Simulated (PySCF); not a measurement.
Compound: trans-1-chloro-2-fluoroethylene, C2H2ClF.
SMILES: `F/C=C/Cl`

Theory: PBE0/pcSseg-1 in PySCF (dipole) on a GFN2-xTB geometry, gas phase.

Take the most abundant isotopes and a rigid rotor. 

(1) What are A, B and C (GHz)?

(2) Classify the top.

(3) What does the inertial defect say?

(4) Where do the levels up to J = 3 lie, in MHz?

(5) Predict some low-J microwave lines.

Results:

(1) Ia = 9.16, Ib = 203.43, Ic = 212.59 u·Å²; 505379 MHz·u·Å²/I gives 55190, 2484 and 2377 MHz, that is A = 55.190, B = 2.4843, C = 2.3773 GHz.

(2) A near-prolate asymmetric top; Ray's κ = -0.996.

(3) Planar: Δ = Ic − Ia − Ib = 0.00 u·Å². For a rigid frame Δ = −2 Σ m c², so it vanishes when all atoms lie in the ab plane; here none is more than 0.01 Å from it.

(4) Above 0(0,0):
J = 1: 1(0,1) 4862, 1(1,1) 57567, 1(1,0) 57674
J = 2: 2(0,2) 14585, 2(1,2) 67183, 2(1,1) 67504, 2(2,1) 225620, 2(2,0) 225620
J = 3: 3(0,3) 29169, 3(1,3) 81607, 3(1,2) 82249, 3(2,2) 240205, 3(2,1) 240205, 3(3,1) 503998, 3(3,0) 503998
The levels of one J sum to (2J + 1)J(J + 1)(A + B + C)/3.

(5) The dipole components are |μa| = 0.06 D, |μb| = 0.22 D, |μc| = 0.00 D; the mirror of this Cs structure is the ab plane, so μc vanishes by symmetry and there are no c-type lines. The squared components, which scale the intensities, stand as 0.07 : 1.00 (a : b). Some lines, for components of 0.1 D or more:

| type | branch | J(Ka,Kc) | MHz | lower level (cm⁻¹) |
| --- | --- | --- | --- | --- |
| b | Q | 2(1,1) ← 2(0,2) | 52919 | 0.486 |
| b | R | 1(1,1) ← 0(0,0) | 57567 | 0.000 |
| b | R | 2(1,2) ← 1(0,1) | 62321 | 0.162 |
| b | R | 5(1,5) ← 4(0,4) | 76266 | 1.622 |
| b | Q | 4(2,2) ← 4(1,3) | 157744 | 3.399 |
| b | Q | 3(2,1) ← 3(1,2) | 157956 | 2.744 |
| b | Q | 2(2,0) ← 2(1,1) | 158116 | 2.252 |
| b | Q | 4(2,3) ← 4(1,4) | 158811 | 3.364 |
| b | Q | 5(2,4) ← 5(1,5) | 159079 | 4.166 |
| b | R | 2(2,1) ← 1(1,0) | 167946 | 1.924 |
| b | R | 4(2,3) ← 3(1,2) | 177402 | 2.744 |
| b | R | 4(2,2) ← 3(1,3) | 178046 | 2.722 |
| b | R | 5(2,3) ← 4(1,4) | 183125 | 3.364 |
| b | Q | 4(3,1) ← 4(2,2) | 263792 | 8.661 |
| b | Q | 3(3,0) ← 3(2,1) | 263793 | 8.012 |
| b | R | 3(3,0) ← 2(2,1) | 278378 | 7.526 |
| b | R | 4(3,1) ← 3(2,2) | 283240 | 8.012 |
| b | R | 5(3,3) ← 4(2,2) | 288100 | 8.661 |
| b | R | 5(3,2) ← 4(2,3) | 288103 | 8.661 |
| b | Q | 5(4,1) ← 5(3,2) | 369310 | 18.271 |
| b | Q | 4(4,0) ← 4(3,1) | 369311 | 17.460 |
| b | Q | 4(4,1) ← 4(3,2) | 369311 | 17.460 |
| b | Q | 5(5,0) ← 5(4,1) | 474828 | 30.590 |

No GFN2-xTB frequencies stand behind this structure, so it isn't proved a minimum. These are rigid-rotor constants of the computed structure; measured ground-state constants (B0) also hold zero-point vibration. Quadrupole hyperfine structure (35Cl) is left out.
